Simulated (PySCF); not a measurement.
C2F4, SMILES FC(F)=C(F)F. Geometry: B3LYP-D3(BJ)/def2-SVP.

Computed equilibrium geometry at B3LYP-D3(BJ)/def2-SVP (PySCF confirms it by a frequency run) as a Z-matrix, and its point group:
point group D2h.
```
C
F 1 1.3164
F 1 1.3164 2 113.60
C 1 1.3320 2 123.20 3 180.00
F 4 1.3164 1 123.20 2 180.00
F 4 1.3164 5 113.60 1 180.00
```
